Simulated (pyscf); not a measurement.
**Routes from HO–SiH: [singlet] + hydrogen (H₂)**

Candidate steps break at most two bonds and form at most two. Each was searched with GFN2-xTB (tblite) first. PySCF, gas phase, ωB97X-D3(BJ)/def2-SVP geometries. Energies: ωB97M-D3(BJ)/def2-TZVP, kcal/mol, from the separated reactants, singlet surface; ΔG‡ with ideal gas, 1 atm, RRHO with modes under 100 cm⁻¹ raised to 100, one conformer, R ln 2 for chiral ones without a mode under 150 cm⁻¹.

```tsv
products	type	ΔE‡	ΔE	ΔG‡ 298 K	ΔG‡ 900 K	ν‡ (cm⁻¹)
HO–SiH₃	insertion	20.7	-46.2	29.5	46.8	1326i
SiH₂ [singlet] + H₂O	four-centre exchange	30.9	+29.6	40.7	58.7	1429i
O=SiH₂ + H₂	concerted two-bond exchange	55.4	+3.0	62.4	81.5	2117i
HO–SiH: [singlet] + H₂	four-centre exchange	69.5	0.0	75.2	91.3	2712i
```

Row 2: On the product side the descent ends in an adduct with a O–Si contact, 19.8 kcal/mol under the separated species and 20.7 kcal/mol under the saddle at ωB97X-D3(BJ)/def2-TZVP. 

Plain bond fissions and candidates not yet searched are not listed, and one of them may be faster. Each barrier is that of the saddle found; lower ones may exist.
